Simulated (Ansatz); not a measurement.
Two isomers of C3H5N: A = `[C-]#[N+]CC`, B = `C=C=NC`.

Gas-phase electronic energies from Ansatz, PBE0-D4/def2-TZVP geometries. CCSD(T)/CBS adds triple-zeta CCSD(T) − MP2 to the extrapolated MP2 energy (def2 sets, frozen cores). Functionals use def2-TZVPP. B3LYP here is the variant with VWN-RPA as its local correlation; programs differ in this.

A:

```xyz
9

C     0.8279    0.2726    2.4280
N     0.4587    0.4487    1.3376
C     0.0080    0.6277    0.0067
C    -0.2401   -0.6991   -0.6873
H    -0.9059    1.2265    0.0376
H     0.7615    1.2110   -0.5290
H    -1.0003   -1.2756   -0.1586
H     0.6751   -1.2911   -0.7279
H    -0.5849   -0.5207   -1.7072
```

B:

```xyz
9

C    -1.3232    0.4165   -1.4142
C    -0.5753   -0.2014   -0.5367
N     0.0799   -0.8429    0.2540
C     1.0755   -0.2719    1.1359
H    -2.2913    0.8052   -1.1290
H    -0.9825    0.5378   -2.4335
H     0.8038   -0.5042    2.1672
H     1.1774    0.8114    1.0210
H     2.0357   -0.7505    0.9353
```

Which isomer does CCSD(T)/CBS put lower? Give the gap. (Estimate.)

The calculation gave: A, by 10.7 kcal/mol.

Give E(B) − E(A) in kcal/mol with PBE-D4, HF/def2-TZVPP, CCSD/def2-TZVPP, B3LYP-D4, CCSD(T)/def2-TZVPP, B3LYP, LDA (SPW92). (An estimate is asked.)

Ansatz gave: PBE-D4 1.4, HF/def2-TZVPP 16.8, CCSD/def2-TZVPP 12.5, B3LYP-D4 5.4, CCSD(T)/def2-TZVPP 11.4, B3LYP 5.1, LDA (SPW92) -1.4. The order is the other way round with LDA (SPW92).

Does the order hold for the free energy at 298.15 K (harmonic terms from PBE0-D4)? (An estimate is asked.)

Computed: Yes: G(B) − G(A) = +9.6 kcal/mol.

Largest T1 diagnostic: 0.014.

In def2-TZVPP, CCSD(T) changes the Hartree–Fock value by −5.5 kcal/mol (the triples alone add −1.2 kcal/mol) and MP2 by −6.2 kcal/mol. From r2SCAN to r2SCAN0 (25 % exact exchange), in def2-TZVPP and without D4, E(B) − E(A) moves by +2.7 kcal/mol.
